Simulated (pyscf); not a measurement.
Single points on ωB97X-D3(BJ)/def2-SVP structures (PySCF, gas phase).

For the elementary gas-phase step :HSi–NH–SiH₃ [singlet] + H₂ -> HN=SiH₂ + SiH₄ (singlet surface; N–Si, H–H broken, H–Si, H–Si formed), what barrier and reaction energy does ωB97M-D3(BJ)/def2-TZVP give, measured from the separated reactants?

ΔE‡ = 53.1 kcal/mol, ΔE = +23.4 kcal/mol. Zero-point energy shifts the barrier by +1.6 kcal/mol. It is a concerted two-bond exchange, with an imaginary mode of 1226i cm⁻¹. HN=SiH₂ lies 18.2 kcal/mol over its isomer H₂N–SiH: [singlet] (electronic energy, ωB97M-D3(BJ)/def2-TZVP). This is the saddle that the search found; another between the same sides may lie lower.
